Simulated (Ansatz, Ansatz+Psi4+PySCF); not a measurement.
```yaml
atoms:
  - { symbol: S, position_ang: [0.0000, 0.0000, 0.0000] }
  - { symbol: F, position_ang: [1.5807, 0.0000, 0.0000] }
  - { symbol: F, position_ang: [-1.5807, 0.0000, 0.0000] }
  - { symbol: F, position_ang: [0.0000, 1.5807, 0.0000] }
  - { symbol: F, position_ang: [0.0000, -1.5807, 0.0000] }
  - { symbol: F, position_ang: [0.0000, 0.0000, 1.5807] }
  - { symbol: F, position_ang: [0.0000, 0.0000, -1.5807] }
```

Basis set: cc-pVTZ (spherical functions). Correlated methods keep 11 orbitals frozen. Charge 0, multiplicity 1.

Computed with Ansatz (development build ahead of 0.2.0); each method stands on the lowest determinant of its kind that the runs found. Restricted open shells among the atoms or ions are ROHF, correlated in semicanonical orbitals with singles.

The atomization energy at this shape (free ground-state atoms in the same class of orbitals less the molecule, no zero-point energy) of singlet SF6:

```
 method  atomization energy
RHF-MP2            20.88 eV
```

(1) What does RHF give?

Results:

(1) 10.44 eV.
